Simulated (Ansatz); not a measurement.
# C3H3Cl: how energies converge with the basis set

An exercise on one series of results from a longer session: the logs are not shown, and one member is left open.

The runs use Ansatz 0.2.0, Gaussian basis; one geometry, several basis sets.

The runs, in order: PBE0-D4/def2-SVP; ωB97M-V/def2-SVP; PBE0-D4/def2-QZVPP; ωB97M-V/def2-QZVPP; the functionals' def2-TZVPP values are taken from earlier runs.

### The relaxed structure

An earlier PBE0-D4 in a triple-zeta def2 set relaxation fixed the geometry.

7 atoms, charge 0, spin multiplicity 1.

Atoms are counted from 1 here; the program's logs count them from 0.

Bond lengths: C1–C2 1.298 Å, C1–H5 1.086 Å, C1–H6 1.086 Å, C2–C3 1.298 Å, C3–Cl4 1.730 Å, C3–H7 1.082 Å. Angles: C2–C1–H5 121.2°, C2–C1–H6 121.2°, H5–C1–H6 117.5°, C1–C2–C3 179.2°, C2–C3–Cl4 122.9°, C2–C3–H7 123.1°, Cl4–C3–H7 114.0°.

The first run:

Contents of in.yaml:

```yaml
crystal:
  periodic: [false, false, false]
  atoms:
    - {symbol: C, position_ang: [0.496108, 1.119528, 0.570054]}
    - {symbol: C, position_ang: [0.090450, 0.016048, 0.019460]}
    - {symbol: C, position_ang: [-0.298483, -1.093022, -0.530525]}
    - {symbol: Cl, position_ang: [-1.944953, -1.400262, -0.962153]}
    - {symbol: H, position_ang: [0.823375, 1.961869, -0.031911]}
    - {symbol: H, position_ang: [0.518217, 1.235102, 1.649479]}
    - {symbol: H, position_ang: [0.376588, -1.907363, -0.760005]}
basis:
  gaussian: {orbitals: def2-SVP}
hamiltonian: {xc: pbe0, dispersion: d4}
output: {orbitals: {seedname: orbitals}}
```

Launch:

```bash
$ ansatz run in.yaml --threads 2 --pin off --events-out ev --progress --plain --max-ram 4352MiB
```

Among the steps run: PBE0-D4 in def2-SVP; ωB97M-V in def2-SVP; PBE0-D4 in def2-QZVPP; ωB97M-V in def2-QZVPP.

One table of the session follows, with a row left open; its other results are not shown here.

It belongs to the step «Functionals by basis». 

```
functional       basis  HOMO (eV)
   PBE0-D4    def2-SVP      -7.25
   PBE0-D4  def2-TZVPP      -7.36
   PBE0-D4  def2-QZVPP      -7.39
   ωB97M-V    def2-SVP      -9.39
   ωB97M-V  def2-TZVPP          ?
   ωB97M-V  def2-QZVPP      -9.57
```

Estimate the missing values for ωB97M-V, def2-TZVPP.

**Answer.** HOMO (eV): -9.53. In the column «HOMO (eV)» it lies between ωB97M-V, def2-QZVPP (-9.57) and ωB97M-V, def2-SVP (-9.39).
